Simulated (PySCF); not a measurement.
Two species compared at the same levels of theory.

First species: C6H10.
Atom-mapped SMILES: `[CH2:1]1[CH2:2][C@@H:3]2[CH2:4][C@@H:5]2[CH2:6]1` (hydrogens: H7, H8 on C1; H9, H10 on C2; H11 on C3; H12, H13 on C4; H14 on C5; H15, H16 on C6)

Second species: C₆H₁₀.
Structure used (PBE0-D3(BJ)/def2-SVP), in Å, numbered top down from 1:
```xyz
16
C6H10 angstrom
C      3.011   -0.610    0.128
C      1.721   -0.360   -0.142
C      0.941    0.676    0.515
C     -0.353    0.972    0.290
C     -1.291    0.301   -0.662
C     -2.423   -0.434    0.053
H      3.558   -0.027    0.876
H      3.561   -1.400   -0.388
H      1.217   -0.970   -0.899
H      1.478    1.267    1.266
H     -0.793    1.781    0.886
H     -0.751   -0.396   -1.321
H     -1.727    1.070   -1.325
H     -2.991    0.247    0.707
H     -3.130   -0.873   -0.667
H     -2.029   -1.245    0.684
```

Levels: CAM-B3LYP/def2-SVPD for HOMO energy, LUMO energy, HOMO–LUMO gap and static isotropic polarisability; TDDFT CAM-B3LYP/def2-SVPD for lowest singlet excitation; TDA CAM-B3LYP/def2-SVPD for lowest triplet excitation (Tamm–Dancoff); ΔSCF CAM-B3LYP/def2-SVPD for vertical ionisation energy. Geometries: PBE0-D3(BJ)/def2-SVP. Each structure is a single optimised conformer of the isolated species, non-relativistic unless stated. Electronic properties by PySCF.

The conformers computed, where there is a choice (atom-mapped SMILES and torsion angles):
- `[CH2:1]=[CH:2]/[CH:3]=[CH:4]\[CH2:5][CH3:6]`: C1–C2–C3–C4 180°, C3–C4–C5–C6 114°

The conformers of `C1C[C@@H]2C[C@@H]2C1` aren't listed.

Question: Which has the higher LUMO energy?

Answer: The first: 1.48 eV against 0.32 eV, a difference of 1.16 eV.

Question: Which has the higher HOMO energy?

Answer: The second: -7.72 eV against -8.96 eV, a difference of 1.24 eV.

Question: Which has the higher static isotropic polarisability?

Answer: The second: 81.6 au against 65.4 au, a difference of 16.2 au.

Question: Which has the higher HOMO–LUMO gap?

Answer: The first: 10.44 eV against 8.04 eV, a difference of 2.40 eV.

Question: Which of the two has the higher S1 energy, and by how much?

Answer: The first: 7.48 eV against 5.69 eV, a difference of 1.79 eV.

Question: Which of the two has the higher vertical ionisation energy, and by how much?

Answer: The first: 9.75 eV against 8.46 eV, a difference of 1.29 eV.

Question: Which of the two has the higher T1 energy, and by how much?

Answer: The first: 7.34 eV against 3.11 eV, a difference of 4.23 eV.

On the first: S1 lies 2.96 eV below the HOMO–LUMO gap; its leading configuration is HOMO→LUMO, weight 0.83. The ΔSCF ionisation energy exceeds −ε(HOMO) by 0.79 eV with CAM-B3LYP.

On the second: The ΔSCF ionisation energy exceeds −ε(HOMO) by 0.74 eV with CAM-B3LYP. No computed singlet falls in the visible range (750 to 380 nm, 1.65 to 3.26 eV); S1 lies 2.43 eV above its blue end.
